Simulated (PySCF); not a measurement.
# C4H11PS: core ionisation energies

Compound: C₄H₁₁PS.
Bonds: C1–C2, C2–C3, C2–C4, C4–P5, P5–S6 (double). Hydrogens: H7, H8, H9 on C1; H10 on C2; H11, H12, H13 on C3; H14, H15 on C4; H16, H17 on P5.

The calculation used delta-SCF UKS SCAN, pcX-2 on the ionised atom, pcseg-1 elsewhere, spin-free X2C (PySCF 2.14.0). Each binding energy is the total energy of the core-ionised species, with the hole localised on one atom, minus that of the ground state; both are solved self-consistently, so orbital relaxation is included.

Problem. List the computed XPS lines with their assignment.

Solution. 
```csv
atom(s),bonded to,level,binding energy (eV),2p1/2 (eV),above the level's lowest (eV),count
C1/C3,C and 3 H,C 1s,290.70,–,0.00,2
C2,3 C and H,C 1s,290.94,–,+0.24,1
C4,"C, 2 H and P",C 1s,290.93,–,+0.23,1
P5,"S (double bond), C and 2 H",P 2p3/2,138.13,139.02,0.00,1
P5,"S (double bond), C and 2 H",P 1s,2151.97,–,0.00,1
S6,P (double bond),S 1s,2475.45,–,0.00,1
```

The 3 C 1s values lie within 0.24 eV of each other; Gaussian lines of 0.5 eV full width would blend them into one maximum.

Problem. What is the longest wavelength that can ionise P 1s of P5 vertically?

Solution. λ = hc/E = 12398.42 eV Å / 2151.97 eV = 5.761 Å.

Problem. Which effective nuclear charge Zeff reproduces each element's mean 1s value in the hydrogen-like formula E = 13.606 eV × Zeff²?

Solution. C (Z = 6): mean 290.8 eV, Zeff = 4.62, Z − Zeff = 1.38; P (Z = 15): mean 2152.0 eV, Zeff = 12.58, Z − Zeff = 2.42; S (Z = 16): mean 2475.5 eV, Zeff = 13.49, Z − Zeff = 2.51. Means run over the listed sites, weighted by atom count.

Topologically equivalent atoms share the value of their first member; where this conformer doesn't relate them by symmetry, their own values could differ. Not every level is listed. For 2p shells one spin-free hole was relaxed; a mean-field spin–orbit operator and the ground-state splitting of the three 2p orbitals were then diagonalised within the shell. The shell's mean is (2 × 2p3/2 + 2p1/2)/3, and the degeneracies 2j + 1 give areas of 2:1. 2p1/2 minus 2p3/2 (ligand field included): P 0.89 eV. One conformer (not necessarily the lowest) at the PBE0-D3(BJ)/def2-SVP geometry, without solvent, vibrations or thermal averaging.

The run took 76 s on an Arm Neoverse V2 with one thread (shared host), and the process peaked at 0.59 GiB of memory.

Conformer computed: `[CH3:1][CH:2]([CH3:3])[CH2:4][PH2:5]=[S:6]`: C1–C2–C4–P5 -61°, C2–C4–P5–S6 -47°.
